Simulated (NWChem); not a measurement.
The numbers come from NWChem runs, not from measurements. System: ClNa, charge 0, spin multiplicity 1, displaced from the optimised geometry. The structure started from a generated list of species. Level: CCSD(T)/cc-pVDZ, 6 core orbitals frozen, spin-restricted.

NWChem printed:

```
             Northwest Computational Chemistry Package (NWChem) 7.3.0
             --------------------------------------------------------

                                NWChem Input Module
                                -------------------

 Scaling coordinates for geometry "geometry" by  1.889725989
 (inverse scale =  0.529177249)

                             Geometry "geometry" -> ""
                             -------------------------

 Output coordinates in angstroms (scale by  1.889725989 to convert to a.u.)

  No.       Tag          Charge          X              Y              Z
 ---- ---------------- ---------- -------------- -------------- --------------
    1 Na                  11.0000     0.00000000     0.00000000    -1.42093700
    2 Cl                  17.0000     0.00000000     0.00000000     1.50452100

 Effective nuclear repulsion energy (a.u.)      33.8258643819

            Nuclear Dipole moment (a.u.)
            ----------------------------
        X                 Y               Z
 ---------------- ---------------- ----------------
     0.0000000000     0.0000000000    18.7962540317


 Summary of "ao basis" -> "" (spherical)
 ------------------------------------------------------------------------------
       Tag                 Description            Shells   Functions and Types
 ---------------- ------------------------------  ------  ---------------------
 *                          cc-pvdz                   on all atoms

 Summary of "ao basis" -> "ao basis" (spherical)
 ------------------------------------------------------------------------------
       Tag                 Description            Shells   Functions and Types
 ---------------- ------------------------------  ------  ---------------------
 Na                         cc-pvdz                  8       18   4s3p1d
 Cl                         cc-pvdz                  8       18   4s3p1d

                                 NWChem SCF Module
                                 -----------------

  ao basis        = "ao basis"
  functions       =    36
  atoms           =     2
  closed shells   =    14
  open shells     =     0
  charge          =   0.00
  wavefunction    = RHF
  use symmetry    = F
  symmetry adapt  = F

 Summary of "ao basis" -> "ao basis" (spherical)
 ------------------------------------------------------------------------------
       Tag                 Description            Shells   Functions and Types
 ---------------- ------------------------------  ------  ---------------------
 Na                         cc-pvdz                  8       18   4s3p1d
 Cl                         cc-pvdz                  8       18   4s3p1d

 Forming initial guess at       0.0s

      Superposition of Atomic Density Guess
      -------------------------------------

 Sum of atomic energies:        -621.32807310

      Non-variational initial energy
      ------------------------------

 Total energy =    -621.128391
 1-e energy   =    -930.337186
 2-e energy   =     275.382931
 HOMO         =      -0.433381
 LUMO         =      -0.059579

 Starting SCF solution at       0.9s

 ----------------------------------------------
         Quadratically convergent ROHF

 Convergence threshold     :          1.000E-07
 Maximum no. of iterations :          100
 Final Fock-matrix accuracy:          1.000E-09
 ----------------------------------------------

              iter       energy          gnorm     gmax       time
             ----- ------------------- --------- --------- --------
                 1     -621.3815806411  5.83D-01  2.34D-01      0.9
                 2     -621.4144862208  8.23D-02  2.75D-02      0.9
                 3     -621.4152981287  4.23D-03  1.54D-03      0.9
                 4     -621.4153012479  1.62D-05  6.53D-06      0.9
                 5     -621.4153012480  1.66D-09  7.31D-10      0.9

       Final RHF  results
       ------------------

         Total SCF energy =   -621.415301247962
      One-electron energy =   -933.029188714800
      Two-electron energy =    277.788023084938
 Nuclear repulsion energy =     33.825864381900

        Time for solution =      0.0s

             Final eigenvalues
             -----------------
[...]
 number of deleted      0
 total functions       36
 number of shells      16
 basis label          566

   ***** ccsd parameters *****
   iprt   =     0
   convi  =  0.100E-05
   maxit  =    60
   mxvec  =     5
 memory            104853636
  Using  1 OpenMP thread(s) in CCSD
  IO offset    20.000000000000000
  IO error message >End of File
  file_read_ga: failing reading from ./mol.t2
  Failed reading restart vector from ./mol.t2
  Using MP2 initial guess vector

-------------------------------------------------------------------------
 iter     correlation     delta       rms       T2     Non-T2      Main
             energy      energy      error      ampl     ampl      Block
                                                time     time      time
-------------------------------------------------------------------------
   1     -0.1514147121 -1.514D-01  2.475D-02     1.10     0.00     1.08
   2     -0.1533553973 -1.941D-03  4.042D-02     1.11     0.00     1.09
   3     -0.1537795550 -4.242D-04  7.997D-03     1.16     0.00     1.15
   4     -0.1540624922 -2.829D-04  5.762D-04     1.53     0.00     1.50
   5     -0.1541446062 -8.211D-05  2.359D-03     1.26     0.00     1.24
   6     -0.1541343964  1.021D-05  6.365D-04     1.11     0.00     1.09
   7     -0.1541259490  8.447D-06  2.622D-04     1.11     0.00     1.10
   8     -0.1541259461  2.893D-09  1.643D-04     1.11     0.00     1.09
   9     -0.1541247663  1.180D-06  7.369D-05     1.11     0.00     1.09
  10     -0.1541256836 -9.173D-07  3.751D-05     1.08     0.00     1.06
  11     -0.1541260533 -3.697D-07  3.743D-06     1.08     0.00     1.06
  12     -0.1541262329 -1.796D-07  1.051D-05     1.10     0.00     1.08
  13     -0.1541262638 -3.094D-08  4.114D-07     1.10     0.00     1.09
                  *************converged*************
-------------------------------------------------------------------------

 -----------
 CCSD Energy
 -----------
 Reference energy:            -621.415301247962134
 CCSD corr. energy:             -0.154126263809078
 Total CCSD energy:           -621.569427511771210

 --------------------------------
 Spin Component Scaled (SCS) CCSD
 --------------------------------
 Same spin contribution:                 -0.036823854383488
 Same spin scaling factor:                1.130000000000000
 Opposite spin contribution:             -0.117302409425591
 Opposite spin scaling fact.:             1.270000000000000
 SCS-CCSD correlation energy:            -0.190585015423841
 Total SCS-CCSD energy:                -621.605886263385969
 memory            104853636

*********triples calculation*********

nkpass=    1; nvpass=    1; memdrv=          28578; memtrn=         685382; memavail=      104853444
 memory available/node                      104853444
 total number of virtual orbitals        22
 number of virtuals per integral pass    22
 number of integral evaluations           1
 number of occupied per triples pass      8
 number of triples passes                 1

 commencing integral evaluation        1 at          17.13
  symmetry use  F
task         2 out of       136 done   1%  at       0.0 secs
task         7 out of       136 done   5%  at       0.1 secs
task        14 out of       136 done  10%  at       0.4 secs
task        21 out of       136 done  15%  at       0.6 secs
task        28 out of       136 done  20%  at       0.7 secs
task        34 out of       136 done  25%  at       0.8 secs
task        41 out of       136 done  30%  at       0.9 secs
task        48 out of       136 done  35%  at       1.0 secs
task        55 out of       136 done  40%  at       1.2 secs
task        62 out of       136 done  45%  at       1.4 secs
task        68 out of       136 done  50%  at       1.5 secs
task        75 out of       136 done  55%  at       1.5 secs
task        82 out of       136 done  60%  at       1.6 secs
task        89 out of       136 done  65%  at       1.7 secs
task        96 out of       136 done  70%  at       1.8 secs
task       102 out of       136 done  75%  at       1.9 secs
task       109 out of       136 done  80%  at       2.1 secs
task       116 out of       136 done  85%  at       2.2 secs
task       123 out of       136 done  90%  at       2.3 secs
task       130 out of       136 done  95%  at       2.3 secs
task       136 out of       136 done 100%  at       2.4 secs
 commencing triples evaluation - blocking       1
 ccsd(t): done        1 out of       22 progress:    4.5%
 ccsd(t): done        2 out of       22 progress:    9.1%
 ccsd(t): done        3 out of       22 progress:   13.6%
 ccsd(t): done        4 out of       22 progress:   18.2%
 ccsd(t): done        5 out of       22 progress:   22.7%
 ccsd(t): done        6 out of       22 progress:   27.3%
 ccsd(t): done        7 out of       22 progress:   31.8%
 ccsd(t): done        8 out of       22 progress:   36.4%
 ccsd(t): done        9 out of       22 progress:   40.9%
 ccsd(t): done       10 out of       22 progress:   45.5%
 ccsd(t): done       11 out of       22 progress:   50.0%
 ccsd(t): done       12 out of       22 progress:   54.5%
 ccsd(t): done       13 out of       22 progress:   59.1%
 ccsd(t): done       14 out of       22 progress:   63.6%
 ccsd(t): done       15 out of       22 progress:   68.2%
 ccsd(t): done       16 out of       22 progress:   72.7%
 ccsd(t): done       17 out of       22 progress:   77.3%
 ccsd(t): done       18 out of       22 progress:   81.8%
 ccsd(t): done       19 out of       22 progress:   86.4%
 ccsd(t): done       20 out of       22 progress:   90.9%
 ccsd(t): done       21 out of       22 progress:   95.5%
 ccsd(t): done       22 out of       22 progress:  100.0%
 Time for integral evaluation pass     1        2.36
 Time for triples evaluation pass      1        0.12

 pseudo-e(mp4)  -0.24177711646305E-02
 pseudo-e(mp5)   0.87231480618284E-04
        e(t)    -0.23305396840122E-02

 --------------
 CCSD(T) Energy
 --------------
 Reference energy:                    -621.415301247962134

 CCSD corr. energy:                     -0.154126263809078
 T(CCSD) corr. energy:                  -0.002417771164630
 Total CCSD+T(CCSD) energy:           -621.571845282935897

 CCSD corr. energy:                     -0.154126263809078
 (T) corr. energy:                      -0.002330539684012
 Total CCSD(T) energy:                -621.571758051455276

 routine      calls  cpu(0)   cpu-min  cpu-ave  cpu-max   i/o
 aoccsd          1     0.00     0.00     0.00     0.00    0.00
 iterdrv         1     0.01     0.01     0.01     0.01    0.00
 pampt          13     0.02     0.02     0.02     0.02    0.00
 t2pm           13     0.03     0.03     0.03     0.03    0.00
 sxy            13     0.05     0.05     0.05     0.05    0.00
 ints       240448    14.13    14.13    14.13    14.13    0.00
 t2eri        1768     0.34     0.34     0.34     0.34    0.00
 idx2         1768     0.14     0.14     0.14     0.14    0.00
 idx34          13     0.01     0.01     0.01     0.01    0.00
 ht2pm          13     0.04     0.04     0.04     0.04    0.00
 itm            13     0.14     0.14     0.14     0.14    0.00
 pdiis          13     0.01     0.01     0.01     0.01    0.00
 triples         1     0.00     0.00     0.00     0.00    0.00
 rdtrpo          1     0.00     0.00     0.00     0.00    0.00
 trpmos          1     2.36     2.36     2.36     2.36    0.00
 trpdrv          1     0.02     0.02     0.02     0.02    0.00
 dovvv       12672     0.03     0.03     0.03     0.03    0.00
 doooo       12672     0.02     0.02     0.02     0.02    0.00
 tengy       11264     0.04     0.04     0.04     0.04    0.00
 Total                17.39    17.39    17.39    17.39    0.00

 Task  times  cpu:       20.5s     wall:       20.5s

 Total times  cpu:       20.5s     wall:       20.5s
```

**Question.** Write an NWChem input that would produce this output.

**Answer.** This is not unique; one that fits is 
```
start mol
memory heap 100 mb stack 700 mb global 1900 mb
geometry units angstroms nocenter noautoz noautosym
  Na     0.000000     0.000000    -1.420937
  Cl     0.000000     0.000000     1.504521
end
basis spherical
  * library cc-pvdz
end
scf
  rhf
  nopen 0
  maxiter 100
  thresh 1e-7
  semidirect memsize 60000000 filesize 0
end
ccsd
  freeze core 6
  maxiter 60
end
task ccsd(t) energy
```
